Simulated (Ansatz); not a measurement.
Turn this script for the Ansatz DFT code, driven from Python into the input file that the command-line program reads.

`opt.py`
```python
"""Geometry optimisation of C4H7FO."""

import itertools

import ansatz
from ase.data import atomic_numbers, covalent_radii
import numpy as np

GEOMETRY = """
C    -0.52840    1.30940    0.04930
C    -0.43970   -0.02860   -0.03300
C    -1.66630   -0.88400   -0.17630
O     0.71950   -0.77050   -0.00020
C     1.95250   -0.07930    0.13270
F     2.93330   -1.02230    0.13960
H    -1.49660    1.80200    0.01350
H     0.32790    1.96390    0.15320
H    -1.73940   -1.58130    0.66460
H    -2.58650   -0.29120   -0.20210
H    -1.61450   -1.46430   -1.10330
H     2.00550    0.46340    1.08130
H     2.13280    0.58270   -0.71960
"""

geometry = ansatz.Crystal.molecule()
for line in GEOMETRY.strip().splitlines():
    symbol, *xyz = line.split()
    geometry = geometry.atom(symbol, [float(v) for v in xyz])

base = geometry.calculation().basis(gaussian="cc-pVDZ").functional("pbe")
symbols = [site.symbol for site in geometry.cartesian_sites]
start = np.array([site.position_ang for site in geometry.cartesian_sites], dtype=float)
r = base.relax(force_tolerance=0.02).run().report
end = np.array(r["positions_ang"])

print("reference energy %16.6f eV" % r["reference_energy_ev"])
print("total energy     %16.6f eV" % r["free_energy_ev"])
print("occupied orbitals outside the frozen core (up, down):", r["n_occupied"], " frozen:", r["n_frozen"], " virtual:", r["n_virtual"])

# pairs closer than 1.2 times the sum of covalent radii, before or after
radius = [covalent_radii[atomic_numbers[s]] for s in symbols]
span = lambda where, i, j: np.linalg.norm(where[i] - where[j])
bonded = [(i, j) for i, j in itertools.combinations(range(len(symbols)), 2) if min(span(start, i, j), span(end, i, j)) < 1.2 * (radius[i] + radius[j])]
print("pair        before    after (A)")
for i, j in bonded:
    print(f"{symbols[i]}{i}-{symbols[j]}{j}".ljust(10), f"{span(start, i, j):8.4f} {span(end, i, j):8.4f}")
for first, second in list(itertools.combinations(bonded, 2)):
    shared = set(first) & set(second)
    if shared and symbols[(j := shared.pop())] != "H":
        i, k = sorted((set(first) | set(second)) - {j})
        u, v = end[i] - end[j], end[k] - end[j]
        angle = np.degrees(np.arccos(np.clip(u @ v / np.linalg.norm(u) / np.linalg.norm(v), -1, 1)))
        print(f"final angle {symbols[i]}{i}-{symbols[j]}{j}-{symbols[k]}{k}: {angle:.2f} deg")
with open("c4h7fo_opt.xyz", "w") as handle:
    handle.write(f"{len(symbols)}\nrelaxed C4H7FO\n")
    handle.writelines(f"{s:2s} {x:11.6f} {y:11.6f} {z:11.6f}\n" for s, (x, y, z) in zip(symbols, end))
```

```console
$ python opt.py
reference energy     -9015.069848 eV
total energy         -9015.069848 eV
occupied orbitals outside the frozen core (up, down): [24, 24]  frozen: 0  virtual: [95, 95]
pair        before    after (A)
C0-C1        1.3435   1.3533
C0-H6        1.0869   1.0971
C0-H7        1.0828   1.0971
C1-C2        1.5023   1.5001
C1-O3        1.3767   1.3755
C2-H8        1.0948   1.1096
C2-H9        1.0949   1.1047
C2-H10       1.0949   1.1096
O3-C4        1.4198   1.4105
C4-F5        1.3606   1.3691
C4-H11       1.0942   1.1163
C4-H12       1.0942   1.1163
final angle C1-C0-H6: 119.02 deg
final angle C1-C0-H7: 123.73 deg
final angle C0-C1-C2: 124.78 deg
final angle C0-C1-O3: 125.31 deg
final angle H6-C0-H7: 117.26 deg
final angle C2-C1-O3: 109.91 deg
final angle C1-C2-H8: 110.46 deg
final angle C1-C2-H9: 111.03 deg
final angle C1-C2-H10: 110.46 deg
final angle C1-O3-C4: 116.64 deg
final angle H8-C2-H9: 108.96 deg
final angle H8-C2-H10: 106.87 deg
final angle H9-C2-H10: 108.96 deg
final angle O3-C4-F5: 106.25 deg
final angle O3-C4-H11: 110.54 deg
final angle O3-C4-H12: 110.54 deg
final angle F5-C4-H11: 109.37 deg
final angle F5-C4-H12: 109.37 deg
final angle H11-C4-H12: 110.66 deg
```

`input.yaml`:
```yaml
crystal:
  periodic: [false, false, false]
  atoms:
    - { symbol: C, position_ang: [-0.5284, 1.3094, 0.0493] }
    - { symbol: C, position_ang: [-0.4397, -0.0286, -0.033] }
    - { symbol: C, position_ang: [-1.6663, -0.884, -0.1763] }
    - { symbol: O, position_ang: [0.7195, -0.7705, -0.0002] }
    - { symbol: C, position_ang: [1.9525, -0.0793, 0.1327] }
    - { symbol: F, position_ang: [2.9333, -1.0223, 0.1396] }
    - { symbol: H, position_ang: [-1.4966, 1.802, 0.0135] }
    - { symbol: H, position_ang: [0.3279, 1.9639, 0.1532] }
    - { symbol: H, position_ang: [-1.7394, -1.5813, 0.6646] }
    - { symbol: H, position_ang: [-2.5865, -0.2912, -0.2021] }
    - { symbol: H, position_ang: [-1.6145, -1.4643, -1.1033] }
    - { symbol: H, position_ang: [2.0055, 0.4634, 1.0813] }
    - { symbol: H, position_ang: [2.1328, 0.5827, -0.7196] }
basis:
  gaussian:
    orbitals: cc-pVDZ
hamiltonian:
  xc: pbe
relax:
  f_tol: 0.02
```

Caveats:
- Total energies depend on the basis set; only differences at equal settings carry meaning.
- The end point is the stationary point reached from this start; no frequency run checks that it is a minimum, and the basis set is modest.
- Run time: 29 s on 1 thread of Arm Neoverse V1, on a shared host, peak memory 0.23 GiB.

(Lines on the test bed's own set-up are left out of the output.)
